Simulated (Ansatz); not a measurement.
Input file:

```yaml
crystal:
  periodic: [false, false, false]
  atoms:
    - {symbol: Hf, position_ang: [0.000000, 0.000000, 0.000000]}
    - {symbol: H, position_ang: [0.000000, 0.000000, 2.486000]}
basis:
  gaussian: {orbitals: def2-TZVP}
magnetization: {spin_polarized: true, initial_magnetization: 1}
correlation: {method: mp2, electrons: outside_noble_gas}
scf: {lower_state_search: full}
```

```sh
$ ansatz run in.yaml --threads 1 --pin off --events-out ev --progress --plain --max-ram 2393MiB
```

Output:

```
410 factors; integrals over basis functions are off by at most 1.1e-3 eV
mean field evaluation 1: about -1300.9368 eV, gradient 1.2e1 eV
mean field evaluation 2: about -1300.9455 eV, gradient 1.2e1 eV
mean field evaluation 4: about -1303.0433 eV, gradient 1.7e0 eV
mean field evaluation 8: about -1303.2200 eV, gradient 6.3e-1 eV
mean field evaluation 16: about -1303.4500 eV, gradient 2.9e-6 eV
mean field evaluation 32: about -1303.6340 eV, gradient 1.2e-1 eV
mean field evaluation 64: about -1303.6411 eV, gradient 7.0e-5 eV
mean field evaluation 96: about -1303.1838 eV, gradient 5.9e-1 eV
mean field evaluation 128: about -1303.6408 eV, gradient 2.2e-2 eV
mean field evaluation 160: about -1303.0080 eV, gradient 3.5e0 eV
mean field evaluation 192: about -1303.1249 eV, gradient 1.8e-2 eV
mean field evaluation 224: about -1302.4464 eV, gradient 1.8e0 eV
mean field evaluation 256: about -1303.1243 eV, gradient 9.0e-2 eV
mean field evaluation 288: about -1303.0930 eV, gradient 6.8e-3 eV
mean field evaluation 320: about -1303.5541 eV, gradient 6.6e-1 eV
mean field evaluation 352: about -1303.4500 eV, gradient 2.0e-4 eV
mean field evaluation 384: about -1295.6757 eV, gradient 1.4e1 eV
mean field evaluation 416: about -1303.3509 eV, gradient 4.2e-3 eV
mean field evaluation 448: about -1303.4515 eV, gradient 3.0e-2 eV
mean field evaluation 480: about -1303.0814 eV, gradient 2.3e-1 eV
mean field evaluation 512: about -1301.5450 eV, gradient 1.9e0 eV
mean field evaluation 544: about -1302.6536 eV, gradient 3.3e-4 eV
mean field evaluation 576: about -1303.6409 eV, gradient 2.0e-2 eV
mean field evaluation 608: about -1302.6148 eV, gradient 1.0e0 eV
mean field evaluation 640: about -1301.2222 eV, gradient 3.6e0 eV
mean field evaluation 672: about -1302.6351 eV, gradient 5.6e-1 eV
mean field -1303.64112288 eV, -47.9079276262 hartree, gradient 2.4e-9 eV, S^2 1.366408; 33 other end points of the search recorded, 0 dependent functions left out
4 core orbitals not correlated: weight in the atoms' cores, before any rotation towards them, 0.999 or more for the frozen orbitals, at most 0.000 for the correlated occupied ones
reference -1303.64112288 eV, -47.9079276262 hartree; 3, 2 occupied and 39, 40 virtual orbitals, 410 factors
second order -1.30881938 eV of doubles, -0.00000000 eV of singles
Total energy: -1304.94994226 eV, -47.9560258514 hartree
```

Ran on 1 thread of Arm Neoverse V2, shared host: 2.7 s wall, 0.07 GiB peak host memory.
